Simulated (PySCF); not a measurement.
## Gas-phase thermal properties of AlClF₂

Method: PySCF energies (xtb for GFN2) plus ideal-gas RRHO corrections (1 bar). 'Table' is the NASA 1993 thermochemical table (part measured, part estimated). 6-31G* has spherical d functions here. All species are closed-shell singlets. B3LYP is the form with VWN-RPA correlation. The harmonic model lacks anharmonicity and excited electronic states, which grow with temperature; levels with a mode under 35 cm⁻¹ are left out. The table's entry may be an old estimate for AlClF₂ (not checked at source).

| level | point group | σ | ZPE (kJ/mol) | S°298 (J/mol/K) | Cp298 (J/mol/K) | S°1000 (J/mol/K) | H1000 − H298 (kJ/mol) |
|---|---|---|---|---|---|---|---|
| table | - | - | - | 297.8 | 65.5 | 388.2 | 53.4 |
| B3LYP/6-31G* | C2v | 2 | 18.0 | 298.7 | 65.1 | 388.6 | 53.2 |
| GFN2-xTB | C2v | 2 | 16.3 | 302.6 | 66.7 | 393.9 | 53.9 |
| HF/6-31G* | C2v | 2 | 18.9 | 296.7 | 64.1 | 385.8 | 52.8 |
| PBE/def2-SVP | C2v | 2 | 17.5 | 300.0 | 65.6 | 390.3 | 53.4 |
| PBE0/def2-TZVP | C2v | 2 | 17.8 | 298.8 | 65.2 | 388.9 | 53.3 |
σ: rotational symmetry number. Electronic degeneracy used: 1. Frequencies are unscaled.
